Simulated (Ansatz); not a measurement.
Molecule: C$_{4}$H$_{5}$, net charge 0, doublet state. It need not be the lowest isomer of its formula. SMILES: C1[C@]2C[C@@H]12
Geometry: optimised at B3LYP-D3(BJ)/def2-TZVP (Ansatz, a quantum-chemistry and plane-wave program).

Computed values are from Ansatz. Correlated levels leave the core frozen unless marked. UHF or UKS for open shells. No spin-orbit coupling. Non-relativistic. CBS marks a two-point X^-3 extrapolation of the correlation energy; Hartree-Fock from the larger set. [CCSD(T)-MP2]/basis is that difference in the basis named.

Question: What is the T1 diagnostic at CCSD/cc-pVTZ?

Answer: 0.015.

Question: What is the total energy at RI-MP2/CBS(cc-pVTZ,cc-pVQZ)+[CCSD(T)-MP2]/cc-pVTZ?

Answer: -155.0404 Eh.

Question: What is the atomisation energy De at RI-MP2/CBS(cc-pVTZ,cc-pVQZ)+[CCSD(T)-MP2]/cc-pVTZ?

Answer: 3610.8 kJ/mol.

Question: What is the dipole moment at wB97M-V/def2-TZVPD?

Answer: 0.96 D.
